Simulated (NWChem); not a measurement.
System: hydrogen chloride (HCl); SMILES Cl

Here is an NWChem input.

```
start job
memory heap 200 mb stack 900 mb global 1100 mb
geometry units angstroms noautoz
  Cl     0.000000     0.000000     0.071735
  H      0.000000     0.000000    -1.206875
end
basis spherical
  Cl library def2-tzvp
  H library def2-tzvp
end
dft
  xc becke88 lyp
  iterations 200
  vectors input hcore
end
task dft gradient
```

NWChem printed, in part:

```
             Northwest Computational Chemistry Package (NWChem) 7.3.0
             --------------------------------------------------------

 ORDER OF PRIMARY AXIS IS BEING SET TO 4
 C4V symmetry detected

                             Geometry "geometry" -> ""
                             -------------------------

 Output coordinates in angstroms (scale by  1.889725989 to convert to a.u.)

  No.       Tag          Charge          X              Y              Z
 ---- ---------------- ---------- -------------- -------------- --------------
    1 Cl                  17.0000     0.00000000     0.00000000     0.07103389
    2 H                    1.0000     0.00000000     0.00000000    -1.20757611

 Effective nuclear repulsion energy (a.u.)       7.0357757510

      Symmetry information
      --------------------

 Group name             C4v
 Group number             18
 Group order               8
 No. of unique centers     2

                                 NWChem DFT Module
                                 -----------------

 Summary of "ao basis" -> "ao basis" (spherical)
 ------------------------------------------------------------------------------
       Tag                 Description            Shells   Functions and Types
 ---------------- ------------------------------  ------  ---------------------
 Cl                        def2-tzvp                13       37   5s5p2d1f
 H                         def2-tzvp                 4        6   3s1p

      Symmetry analysis of basis
      --------------------------

        a1         17
        a2          0
        b1          3
        b2          3
        e          20

            General Information
            -------------------
          SCF calculation type: DFT
          Wavefunction type:  closed shell.
          No. of atoms     :     2
          No. of electrons :    18
           Alpha electrons :     9
            Beta electrons :     9
          Charge           :     0
          Spin multiplicity:     1
          Use of symmetry is: on ; symmetry adaption is: on
          Maximum number of iterations: 200
          AO basis - number of functions:    43
                     number of shells:    17
          Convergence on energy requested:  1.00D-06
          Convergence on density requested:  1.00D-05
          Convergence on gradient requested:  5.00D-04

              XC Information
              --------------
                    Becke 1988 Exchange Functional  1.000
              Lee-Yang-Parr Correlation Functional  1.000

             Grid Information
             ----------------
          Grid used for XC integration:  medium
          Radial quadrature: Mura-Knowles
          Angular quadrature: Lebedev.
          Tag              B.-S. Rad. Rad. Pts. Rad. Cut. Ang. Pts.
          ---              ---------- --------- --------- ---------
          Cl                  1.00       88           7.0       590
          H                   0.35       45           7.0       434
          Grid pruning is: on
          Number of quadrature shells:   133
          Spatial weights used:  Erf1

      Non-variational initial energy
      ------------------------------

 Total energy =       7.035776
 1-e energy   =       0.000000
 2-e energy   =       0.000000
 HOMO         =     -14.428387
 LUMO         =     -12.878927

      Symmetry analysis of molecular orbitals - initial
      -------------------------------------------------

 !! scf_movecs_sym_adapt:    6 vectors were symmetry contaminated

  Symmetry fudging

 !! scf_movecs_sym_adapt:    6 vectors were symmetry contaminated

  Numbering of irreducible representations:

     1 a1          2 a2          3 b1          4 b2          5 e

  Orbital symmetries:

     1 a1          2 a1          3 e           4 e           5 a1
     6 a1          7 e           8 e           9 a1         10 a1
    11 e          12 e          13 b1         14 b2         15 a1
    16 e          17 e          18 a1         19 e

   convergence    iter        energy       DeltaE   RMS-Dens  Diis-err
 ---------------- ----- ----------------- --------- --------- ---------
 d= 0,ls=0.0,diis     1   -416.1883383232 -4.23D+02  3.84D-01  1.43D+03
 d= 0,ls=0.0,diis     2   -439.3804897424 -2.32D+01  3.44D-01  7.01D+02
 d= 0,ls=0.0,diis     3   -459.5288466351 -2.01D+01  8.11D-02  1.99D+01
 d= 0,ls=0.0,diis     4   -460.0743721493 -5.46D-01  5.36D-02  5.00D+00
 d= 0,ls=0.0,diis     5   -460.6693332337 -5.95D-01  1.26D-02  9.95D-01
 d= 0,ls=0.0,diis     6   -460.8081286300 -1.39D-01  3.24D-03  3.63D-02
  Resetting Diis
 d= 0,ls=0.0,diis     7   -460.8122674749 -4.14D-03  9.70D-04  4.77D-03
 d= 0,ls=0.0,diis     8   -460.8128137424 -5.46D-04  4.46D-05  2.75D-06
 d= 0,ls=0.0,diis     9   -460.8128134972  2.45D-07  2.58D-05  4.52D-06
 d= 0,ls=0.0,diis    10   -460.8128141615 -6.64D-07  3.99D-06  2.14D-08

         Total DFT energy =     -460.812814161516
      One electron energy =     -650.028345537190
           Coulomb energy =      210.777315981975
    Exchange-Corr. energy =      -28.597560357307
 Nuclear repulsion energy =        7.035775751007

 Numeric. integr. density =       18.000004029595

                  Occupations of the irreducible representations
                  ----------------------------------------------

[...]

                         DFT ENERGY GRADIENTS

    atom               coordinates                        gradient
                 x          y          z           x          y          z
   1 Cl      0.000000   0.000000   0.134235    0.000000   0.000000  -0.007665
   2 H       0.000000   0.000000  -2.281988    0.000000   0.000000   0.007665
```

Level: BLYP/def2-TZVP. Coordinates come from a PBE0-D3(BJ)/def2-TZVP optimisation.
